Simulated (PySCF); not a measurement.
Gas-phase reaction: 2 AlCl3 + 3 H + Al → 3 AlHCl2

Computed with PySCF (xtb for GFN2) and rigid-rotor harmonic-oscillator thermochemistry at 1 bar. † marks an energy on the PBE0/def2-TZVP geometry and frequencies; other levels use their own. CCSD(T) freezes the core. 6-31G* has spherical d functions here. Open shells (unrestricted): H (multiplicity 2), Al (multiplicity 2); the rest are closed-shell singlets. GFN2 has no spin-polarisation term. Spin-orbit splitting is ignored; it lowers the true energy and changes the entropy of Al. B3LYP is the form with VWN-RPA correlation. AlHCl2: computed as isolated molecules; such fragments, hydroxides, amides, oligomers or adducts are transient or little studied in the gas. CCSD(T) isn't extrapolated to the basis-set limit.

```
level                ΔH°(298 K), kJ
-------------------  --------------
B3LYP/6-31G*                      ?
CCSD(T)/def2-SVP†                 ?
CCSD(T)/def2-TZVPP†            -874
GFN2-xTB                      -1376
HF/def2-TZVP†                  -699
PBE/def2-TZVP†                 -851
PBE0/def2-QZVP†                   ?
PBE0/def2-TZVP                 -856
r2SCAN/def2-TZVP†                 ?
LDA/def2-TZVP†                 -941
```

Problem. What belongs in the gaps?

Solution. 
- B3LYP/6-31G*, ΔH°(298 K), kJ: -883
- CCSD(T)/def2-SVP†, ΔH°(298 K), kJ: -846
- PBE0/def2-QZVP†, ΔH°(298 K), kJ: -858
- r2SCAN/def2-TZVP†, ΔH°(298 K), kJ: -880
